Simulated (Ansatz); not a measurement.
Process, species as SMILES: [N]=O (N-O) → NO+ (singlet, bonded as [N]=O) + e-
B3LYP-D3(BJ)/def2-TZVP geometries, fixed; electronic energies without zero-point terms.

Basis-set convergence of the adiabatic ionisation energy at HF with Ansatz (a first-principles code). All functions are spherical. Open shells are unrestricted. No added dispersion term, no relativity. Functions are those of the species that has most. Reference: the value in pcseg-4, 8.992 eV, itself unsure by roughly 0.003 eV (its mean distance from aug-pcseg-3, aug-cc-pVQZ, cc-pV5Z). Deviations are taken from unrounded values.

```json
[
 {"basis": "cc-pVDZ", "functions": "28", "adiabatic ionisation energy (eV)": "9.055"},
 {"basis": "aug-cc-pVDZ", "functions": "46", "adiabatic ionisation energy (eV)": "9.130"},
 {"basis": "def2-SVP", "functions": "28", "adiabatic ionisation energy (eV)": "9.232"},
 {"basis": "def2-SVPD", "functions": "43", "adiabatic ionisation energy (eV)": "9.252"},
 {"basis": "pcseg-1", "functions": "28", "adiabatic ionisation energy (eV)": "9.189"},
 {"basis": "aug-pcseg-1", "functions": "46", "adiabatic ionisation energy (eV)": "9.124"},
 {"basis": "6-311G**", "functions": "36", "adiabatic ionisation energy (eV)": "9.081"},
 {"basis": "6-311+G**", "functions": "44", "adiabatic ionisation energy (eV)": "9.113"},
 {"basis": "cc-pVTZ", "functions": "60", "adiabatic ionisation energy (eV)": "8.999"},
 {"basis": "aug-cc-pVTZ", "functions": "92", "adiabatic ionisation energy (eV)": "9.015"},
 {"basis": "pcseg-2", "functions": "60", "adiabatic ionisation energy (eV)": "9.003"},
 {"basis": "aug-pcseg-2", "functions": "92", "adiabatic ionisation energy (eV)": "9.010"},
 {"basis": "def2-TZVPP", "functions": "62", "adiabatic ionisation energy (eV)": "8.996"},
 {"basis": "def2-TZVPPD", "functions": "77", "adiabatic ionisation energy (eV)": "9.001"},
 {"basis": "cc-pVQZ", "functions": "110", "adiabatic ionisation energy (eV)": "8.987"},
 {"basis": "aug-cc-pVQZ", "functions": "160", "adiabatic ionisation energy (eV)": "8.995"},
 {"basis": "def2-QZVPP", "functions": "114", "adiabatic ionisation energy (eV)": "8.987"},
 {"basis": "def2-QZVPPD", "functions": "129", "adiabatic ionisation energy (eV)": "8.994"},
 {"basis": "pcseg-3", "functions": "120", "adiabatic ionisation energy (eV)": "8.993"},
 {"basis": "aug-pcseg-3", "functions": "170", "adiabatic ionisation energy (eV)": "8.995"}
]
```

What the diffuse functions change, pair by pair:
- cc-pVDZ to aug-cc-pVDZ: 18 more functions, deviation 0.063 to 0.138 eV
- def2-SVP to def2-SVPD: 15 more functions, deviation 0.241 to 0.260 eV
- pcseg-1 to aug-pcseg-1: 18 more functions, deviation 0.197 to 0.133 eV
- 6-311G** to 6-311+G**: 8 more functions, deviation 0.089 to 0.121 eV
- cc-pVTZ to aug-cc-pVTZ: 32 more functions, deviation 0.007 to 0.024 eV
- pcseg-2 to aug-pcseg-2: 32 more functions, deviation 0.012 to 0.018 eV
- def2-TZVPP to def2-TZVPPD: 15 more functions, deviation 0.005 to 0.009 eV
- cc-pVQZ to aug-cc-pVQZ: 50 more functions, deviation -0.005 to 0.003 eV
- def2-QZVPP to def2-QZVPPD: 15 more functions, deviation -0.004 to 0.002 eV
- pcseg-3 to aug-pcseg-3: 50 more functions, deviation 0.001 to 0.003 eV

They bring the value nearer the reference by more than 0.003 eV in 1 of 10 pairs.
